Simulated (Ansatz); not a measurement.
# BF+ (doublet): the correlation ladder, def2-TZVPP

The task here is to estimate one member of a computed series from the others.

The runs use Ansatz 0.2.0, Gaussian basis; def2-TZVPP, core rule «outside noble gas», up to 2 orbitals frozen.

Plan: UHF; ROHF; CCSD(T) on UHF.

## The geometry

The geometry is a PBE0/def2-TZVP stationary point (not a proven minimum).

2 atoms, charge 1, spin multiplicity 2.

Atoms are counted from 1 here; the program's logs count them from 0.

Bond lengths: B1–F2 1.212 Å.

The first run:

File in.yaml:

```yaml
crystal:
  periodic: [false, false, false]
  atoms:
    - {symbol: B, position_ang: [0.000000, 0.000000, 0.000000]}
    - {symbol: F, position_ang: [0.000000, 0.000000, 1.212300]}
basis:
  gaussian: {orbitals: def2-TZVPP}
total_charge: 1
magnetization: {spin_polarized: true, initial_magnetization: 1}
hamiltonian: {xc: hf}
output: {orbitals: {seedname: orbitals}}
```

Launch:

```bash
$ ansatz run in.yaml --threads 1 --pin off --events-out ev --progress --plain --max-ram 2560MiB --backend cpu
```

Among the steps run: UHF; ROHF; CCSD(T) on UHF.

One of the session's tables, all rows but one given; the rest of the session is left out.

It belongs to the step «Misses and costs». 

```
  method  from UCCSD(T) (kcal/mol)
    ROHF                         ?
     UHF                   +187.44
    UMP2                     +7.20
   UCCSD                     +6.06
UCCSD(T)                         0
```

**Question.** Estimate the row for ROHF.

**Answer.** from UCCSD(T) (kcal/mol): +187.90. In the column «from UCCSD(T) (kcal/mol)» it is the highest.
